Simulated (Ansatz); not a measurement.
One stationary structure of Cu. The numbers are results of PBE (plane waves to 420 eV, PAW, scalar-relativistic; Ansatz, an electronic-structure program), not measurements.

```
CELL_PARAMETERS angstrom
     -1.28305     1.28305     1.81523
      1.28305    -1.28305     1.81523
      1.28305     1.28305    -1.81523
ATOMIC_POSITIONS crystal
  Cu 0.00000 0.00000 0.00000
```

Task: Find the space group and the Wyckoff positions (tolerance 0.01 Å).

Result: Space group Fm-3m (No. 225); a = b = c = 3.629 Å, α = β = γ = 90.00°

```tsv
atom	site	symmetry	x	y	z
Cu	4a	m-3m	0.0000	0.0000	0.0000
```

This is the fcc (Cu type).

Task: Give the shortest distances between elements (the closest pairs, up to four, under 3.6 Å).

Result: Cu–Cu 2.57 Å.

- Volume per atom: 11.95 Å³
- Band gap: zero (metallic)

No spin polarisation in the result.

Measured for Cu: a 3.595 Å (static lattice; corrected from measurement; as listed in Gábor I. Csonka et al., Physical Review B (2009)). Computed minus measured — a: PBE +1.0 %. The computed values are for a static lattice.

The run could not lose the symmetry of its start.

It was reached from a disturbed copy of a Fd-3m (No. 227) cell (diamond type), against which it lies -1.04 eV/atom.
